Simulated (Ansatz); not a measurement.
# SiH2 (triplet): from Hartree-Fock to the top rungs at distance H1–H2 along a hydrogen transfer = 0.791 Å, cc-pVDZ

One table from this session's results is given with a row withheld; the runs are named, their logs left out.

The runs use Ansatz 0.2.0, Gaussian basis; cc-pVDZ, core rule «outside noble gas», up to 5 orbitals frozen.

The runs, in order: UHF; CCSD(T) on ROHF; CCSD(T) on UHF; BCCD(T) on ROHF; CISD.

14 further runs of the same task are left out: 2 that didn't finish, 12 set aside as unsound or not needed.

### The geometry

The geometry derives from fragments relaxed apart (PBE0/def2-TZVP) and kept rigid, so it is no stationary point. A hydrogen atom is moved between rigid fragments.

3 atoms, charge 0, spin multiplicity 3.

Atoms are counted from 1 here; the program's logs count them from 0.

Bond lengths: H1–H2 0.791 Å, H2–Si3 1.716 Å. Angles: H1–H2–Si3 180.0°.

The first run:

in.yaml reads:

```yaml
crystal:
  periodic: [false, false, false]
  atoms:
    - {symbol: H, position_ang: [0.000000, 0.000000, -1.099333]}
    - {symbol: H, position_ang: [0.000000, 0.000000, -0.308333]}
    - {symbol: Si, position_ang: [0.000000, 0.000000, 1.407667]}
basis:
  gaussian: {orbitals: cc-pVDZ}
magnetization: {spin_polarized: true, initial_magnetization: 2}
hamiltonian: {xc: hf}
output: {orbitals: {seedname: orbitals}}
```

The run is started by

```sh
> ansatz run in.yaml --threads 1 --pin off --events-out ev --progress --plain --max-ram 2393MiB
```

Among the steps run: UHF; CCSD(T) on ROHF; CCSD(T) on UHF; BCCD(T) on ROHF; CISD.

One of the session's tables, all rows but one given; the rest of the session is left out.

| method | from RCCSD(T) (meV) |
| --- | --- |
| ROHF | +3048.2 |
| UHF | +2922.7 |
| RMP2 | ? |
| UMP2 | +780.4 |
| CISD | +151.4 |
| RCCSD | +54.3 |
| UCCSD | +50.9 |
| RCCSD(T) | 0 |
| UCCSD(T) | -0.7 |
| BCCD(T) | -0.3 |

Q: Estimate the row for RMP2 from the others.

**Answer.** from RCCSD(T) (meV): +780.0. In the column «from RCCSD(T) (meV)» it lies between CISD (+151.4) and UMP2 (+780.4).

Caveats from the session: Restricted and unrestricted rows rest on different reference determinants; where their highest levels disagree by more than a few hundredths of an eV, they describe different states and don't form one ladder.
